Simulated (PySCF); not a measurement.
# C3H3NS (Thiazole): the cost of one run

The runs use PySCF 2.14.0, with density-fitted response routines of our own; the level of theory stands in each step. All values are computed, except where a source is named. Atoms are numbered from 0 throughout.

## Step 1: The starting structure

8 atoms, charge 0, multiplicity 1; geometry from: MMFF94s. The atoms were then displaced at random by about 0.03 Å, so the start is not that level's minimum.

Bonds of the start (Å): C0–C1 1.46, C1–S2 1.69, S2–C3 1.80, C3–N4 1.39, N4–C0 1.30, C0–H5 1.06, C1–H6 1.04, C3–H7 1.03.

## Step 2: Geometry optimisation at PBE0-D3(BJ)/def2-SVP

Job settings and geometry (Å):

```
{"job": {"xc": "PBE0", "basis": "def2-SVP", "d3": "d3bj", "grid": 1, "shake": 0.03, "kind": "geom"}, "charge": 0, "multiplicity": 1}
C     -0.575470    -0.824400     0.193110
C     -1.013760     0.548350    -0.062910
S      0.348140     1.503140    -0.343500
C      1.469680     0.112790    -0.104930
N      0.711170    -1.028750     0.127130
H     -1.339700    -1.544020     0.369240
H     -1.957730     0.987590    -0.087040
H      2.495910     0.159660    -0.174810
```

Run with:

```sh
> OMP_NUM_THREADS=1 python probes_run.py task.json out
```

One launch serves the whole session: the jobs run in the order shown.

**Question.** How long does this first job take on 1 thread of Arm Neoverse V1, shared host, and how much memory does it need?

About 25 s, with a peak of 0.37 GiB.
